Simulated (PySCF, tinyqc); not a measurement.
Inside a calculation (part 2 of 2). Method: RHF in the sto-3g basis, for HF, spin multiplicity 1. The lowest restricted solution is unstable here: a spin-polarised one lies 0.0439 hartree lower (PySCF). Computed by tinyqc, a small Python program that keeps every step (integrals from PySCF). Command: `OMP_NUM_THREADS=1 python tinyqc.py 20139 20140 out.jsonl` (the two numbers bound the seeds that draw the settings). One thread of a shared host (Intel(R) Xeon(R) Processor @ 2.60GHz), about 0.1 s of CPU time with the checks.

Geometry (angstrom):
```
atom         x         y         z
F     0.000000  0.000000  0.000000
H     0.000000  0.000000  1.452000
```

## Iteration 61 (converged): orbitals

converged F (hartree):
```
             1F 1s      1F 2s     1F 2px     1F 2py     1F 2pz      2H 1s
1F 1s   -25.924815  -6.626514   0.000000   0.000000  -0.011163  -0.404179
1F 2s    -6.626514  -3.011481   0.000000   0.000000  -0.005282  -0.433748
1F 2px    0.000000   0.000000  -0.465662   0.000000   0.000000   0.000000
1F 2py    0.000000   0.000000   0.000000  -0.465662   0.000000   0.000000
1F 2pz   -0.011163  -0.005282   0.000000   0.000000  -0.171948  -0.345437
2H 1s    -0.404179  -0.433748   0.000000   0.000000  -0.345437  -0.199408
```

X:
```
            1F 1s      1F 2s    1F 2px    1F 2py     1F 2pz      2H 1s
1F 1s    1.022386  -0.125033  0.000000  0.000000  -0.001457   0.009782
1F 2s   -0.125033   1.035410  0.000000  0.000000   0.011910  -0.095082
1F 2px   0.000000   0.000000  1.000000  0.000000   0.000000   0.000000
1F 2py   0.000000   0.000000  0.000000  1.000000   0.000000   0.000000
1F 2pz  -0.001457   0.011910  0.000000  0.000000   1.010707  -0.085857
2H 1s    0.009782  -0.095082  0.000000  0.000000  -0.085857   1.023481
```

Diagonalise F' = X^T F X, C = X C', fill 5 alpha and 5 beta electrons from the bottom; D = 2 C_occ C_occ^T. Each column has its largest component positive (the first on a tie).

F' = X^T F X (hartree):
```
            1          2          3          4          5          6
1  -25.458431  -3.384256   0.000000   0.000000  -0.021918  -0.010160
2   -3.384256  -1.843425   0.000000   0.000000   0.038395  -0.216281
3    0.000000   0.000000  -0.465662   0.000000   0.000000   0.000000
4    0.000000   0.000000   0.000000  -0.465662   0.000000   0.000000
5   -0.021918   0.038395   0.000000   0.000000  -0.116729  -0.332831
6   -0.010160  -0.216281   0.000000   0.000000  -0.332831  -0.090560
```

orbital energies (hartree): MO1 -25.933930, MO2 -1.402639, MO3 -0.465662, MO4 -0.465662, MO5 -0.422727, MO6 0.250149

coefficients C:
```
              MO1        MO2        MO3       MO4        MO5        MO6
1F 1s    0.995060  -0.261184   0.000000  0.000000   0.035156   0.037502
1F 2s    0.020097   1.013442   0.000000  0.000000  -0.176861  -0.195297
1F 2px   0.000000   0.000000  -0.701910  0.712265   0.000000   0.000000
1F 2py   0.000000   0.000000   0.712265  0.701910   0.000000   0.000000
1F 2pz   0.000741   0.008571   0.000000  0.000000   0.687667  -0.745711
2H 1s   -0.001999   0.071337   0.000000  0.000000   0.627714   0.815416
```

D after iteration 61:
```
            1F 1s      1F 2s    1F 2px    1F 2py     1F 2pz      2H 1s
1F 1s    2.119195  -0.501830  0.000000  0.000000   0.045349   0.002894
1F 2s   -0.501830   2.117496  0.000000  0.000000  -0.225840  -0.077524
1F 2px   0.000000   0.000000  2.000000  0.000000   0.000000   0.000000
1F 2py   0.000000   0.000000  0.000000  2.000000   0.000000   0.000000
1F 2pz   0.045349  -0.225840  0.000000  0.000000   0.945921   0.864536
2H 1s    0.002894  -0.077524  0.000000  0.000000   0.864536   0.798235
```

Within a degenerate level the vectors are fixed only up to a rotation; this is one choice.

## Convergence

Stop when the energy changes by less than 1e-10 hartree and every element of the error matrix X^T (F D S - S D F) X is below 3e-06.

Course of the cycle:
```
iteration   E (hartree)    change  largest element of the error matrix
1          -99.00246908         -                             4.97e-01
2          -98.80442837  1.98e-01                             3.52e-01
3          -98.67138611  1.33e-01                             2.49e-01
4          -98.58611828  8.53e-02                             1.76e-01
5          -98.53225969  5.39e-02                             1.24e-01
6          -98.49812510  3.41e-02                             9.43e-02
7          -98.47623419  2.19e-02                             7.71e-02
8          -98.46198640  1.42e-02                             6.09e-02
9          -98.45257568  9.41e-03                             4.69e-02
10         -98.44627761  6.30e-03                             3.55e-02
11         -98.44201616  4.26e-03                             2.65e-02
12         -98.43910743  2.91e-03                             1.96e-02
13         -98.43710858  2.00e-03                             1.44e-02
14         -98.43572800  1.38e-03                             1.05e-02
...                 ...       ...                                  ...
48         -98.43256804  7.22e-09                             2.59e-07
49         -98.43256804  5.06e-09                             1.97e-07
50         -98.43256803  3.54e-09                             1.50e-07
51         -98.43256803  2.48e-09                             1.15e-07
52         -98.43256803  1.73e-09                             8.74e-08
53         -98.43256803  1.21e-09                             6.67e-08
54         -98.43256803  8.50e-10                             5.09e-08
55         -98.43256802  5.95e-10                             3.88e-08
56         -98.43256802  4.17e-10                             2.96e-08
57         -98.43256802  2.92e-10                             2.26e-08
58         -98.43256802  2.04e-10                             1.72e-08
59         -98.43256802  1.43e-10                             1.32e-08
60         -98.43256802  1.00e-10                             1.00e-08
61         -98.43256802  7.00e-11                             7.66e-09
```

PySCF RHF in the same basis = -98.43256802 hartree

Converged in 61 iterations.

## Populations, bond orders and dipole

overlap S:
```
           1F 1s     1F 2s    1F 2px    1F 2py    1F 2pz     2H 1s
1F 1s   1.000000  0.237990  0.000000  0.000000  0.000000  0.014189
1F 2s   0.237990  1.000000  0.000000  0.000000  0.000000  0.178932
1F 2px  0.000000  0.000000  1.000000  0.000000  0.000000  0.000000
1F 2py  0.000000  0.000000  0.000000  1.000000  0.000000  0.000000
1F 2pz  0.000000  0.000000  0.000000  0.000000  1.000000  0.165219
2H 1s   0.014189  0.178932  0.000000  0.000000  0.165219  1.000000
```

Mulliken: Z minus the diagonal of D S on the atom; Loewdin: the same with S^(1/2) D S^(1/2); Mayer order: 2 sum_s sum (D(s) S)_ij (D(s) S)_ji over the two atoms.

Charges (e):
```
atom   Mulliken    Loewdin
1F    -0.072758  -0.064557
2H     0.072758   0.064557
```

Mayer bond orders:
```
pair     order
2-1   0.994706
```

dipole moment about the origin, x y z (debye): 0.000000  0.000000  0.908647
